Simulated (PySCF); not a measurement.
Consider methylhydrazine, `CNN` (CH6N2). Numbering: `[CH3:1][NH:2][NH2:3]`

Level of theory: ωB97X-D3(BJ)/def2-TZVP single points in PySCF, grid level 2; every species was optimised with PBE0-D3(BJ)/def2-SVP. Thermal corrections: PBE0-D3(BJ)/def2-SVP frequencies, unscaled, ideal gas at 298.15 K and 1 bar, quasi-RRHO entropy.

Rank these of its sites by proton affinity, highest first.
A. N2 (amine nitrogen)
B. N3 (amine nitrogen)

A (911 kJ/mol), B (892 kJ/mol).

For N3 (amine nitrogen), what are ΔE (electronic) and ΔG(298 K) of removing the proton again?

ΔE = 925 and ΔG = 861 kJ/mol, beside ΔH = 892 kJ/mol. The protonated species is `CN[NH3+]`.

---

Consider `C=CC(N)=O` (C3H5NO). Numbering: `[CH2:1]=[CH:2][C:3]([NH2:4])=[O:5]`

Level of theory: ωB97X-D3(BJ)/def2-TZVP single points in PySCF, grid level 2; every species was optimised with PBE0-D3(BJ)/def2-SVP. Thermal corrections: PBE0-D3(BJ)/def2-SVP frequencies, unscaled, ideal gas at 298.15 K and 1 bar, quasi-RRHO entropy.

Q: Rank these of its sites by proton affinity, highest first.
A. O5 (amide oxygen)
B. N4 (amide nitrogen)

A: A (876 kJ/mol), B (816 kJ/mol).

Q: For O5 (amide oxygen), what are ΔE (electronic) and ΔG(298 K) of removing the proton again?

A: ΔE = 905 and ΔG = 842 kJ/mol, beside ΔH = 876 kJ/mol. The protonated species is `C=CC(N)=[OH+]`.

Q: Of those listed, which site of protonation is favoured in dichloromethane (IEF-PCM), and by how much?

A: O5 (amide oxygen), by 31 kJ/mol over N4 (amide nitrogen); the gas phase favours the same one.

---

Consider allene, `C=C=C` (C3H4). Numbering: `[CH2:1]=[C:2]=[CH2:3]`

These are calculated values, ωB97X-D3(BJ)/def2-TZVP in PySCF (grid level 2) at geometries from PBE0-D3(BJ)/def2-SVP. Thermal corrections: PBE0-D3(BJ)/def2-SVP frequencies, unscaled, ideal gas at 298.15 K and 1 bar, quasi-RRHO entropy.

Task: Rank these of its sites by proton affinity, highest first.
A. C2 (alkene carbon)
B. C1 (alkene carbon)

Result: A (785 kJ/mol), B (759 kJ/mol).

Task: For C1 (alkene carbon), what are ΔE (electronic) and ΔG(298 K) of removing the proton again?

Result: ΔE = 777 and ΔG = 735 kJ/mol, beside ΔH = 759 kJ/mol. The protonated species is `C=[C+]C`.

Task: Of those listed, which site of protonation is favoured in DMSO (IEF-PCM), and by how much?

Result: C2 (alkene carbon), by 20 kJ/mol over C1 (alkene carbon); the gas phase favours the same one.
